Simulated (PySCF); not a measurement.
# LiN⁻: one state, many levels of theory

State: ⁴Σ⁻ (quartet), unpaired electrons σ ↑, π ↑↑. Set-up: basis Li aug-cc-pVDZ, N aug-cc-pVDZ; no relativity; PySCF 2.14. De refers to Li⁻ + N in their high-spin ground configurations, without counterpoise correction. The functionals are run spin-unrestricted. A positive dipole points towards N; it is taken about the centre of mass and depends on that origin.

```
      Level  Re (Å)  ωe (cm⁻¹)  De (eV)  μ (D)  CPU s a point (SCF and correlation, without the integrals)
    UHF-MP2   1.925        584      n/a    n/a                                                        0.26
UHF-SCS-MP2   1.920        581      n/a    n/a                                                         n/a
   UHF-CCSD   1.927        563     1.14    n/a                                                         n/a
UHF-CCSD(T)   1.934        552     1.21    n/a                                                         3.6
        PBE   1.964        550     1.98   6.97                                                         0.6
     revPBE   1.984        533     1.84   7.06                                                        0.37
       TPSS   1.968        549     1.86   7.30                                                         1.8
     r²SCAN   1.970        544     1.71   7.12                                                        0.82
      B3LYP   1.944        575     1.89   6.90                                                        0.69
       PBE0   1.943        579     1.74   6.85                                                         1.1
    LC-ωPBE   1.937        593     1.83   6.54                                                        0.82
```

Problem. Which functional lies closest to UHF-CCSD(T) in De, which farthest, and by how much do they differ from it?

Solution. Closest is r²SCAN (+3.6 pm in Re, -1.4 % in ωe, +0.50 eV in De against UHF-CCSD(T) in the same basis), farthest PBE (+3.0 pm in Re, -0.4 % in ωe, +0.77 eV in De). CCSD(T) converges more slowly with the basis than the functionals do and binds too weakly in this one, so the order can change at the basis-set limit.

Problem. What does a quarter of exact exchange do here, going from PBE to PBE0?

Solution. PBE0 less PBE: -2.1 pm in Re, +5.3 % in ωe, -0.24 eV in De. Exact exchange removes part of the self-interaction that spreads semilocal densities, and in most molecules shortens and stiffens the bond and lowers De; so it does here.

Problem. What does the triples do here, going from UHF-CCSD to UHF-CCSD(T)?

Solution. UHF-CCSD(T) less UHF-CCSD: +0.7 pm in Re, -2.0 % in ωe, +0.07 eV in De. Correlation nearly always deepens the well. The bond lengthens, as in strong covalent bonds, where excitations into antibonding orbitals dominate.

Correlated steps freeze 1 core orbital. Correlated levels converge slowly with the basis: in double zeta they bind strong bonds too weakly, by up to about 1 eV, and carry superposition errors of some tenths. For an ion De counts to the pair picked by the measured ionisation energies or electron affinities, which need not be the lowest pair at this level. Counting both spins, an empty level lies below a filled one in some of these solutions, because spin and occupation are held. The highest Kohn–Sham level is positive in this anion. Much of that is self-interaction error, but it also means that the finite basis helps to hold the extra electron. The state was picked by a PBE0 search and need not be the measured ground state.

The whole job (state search and all levels along the bond) took about 2.4 min on 1 thread of Intel Xeon Platinum 8488C (shared host), peak memory 0.6 GiB.
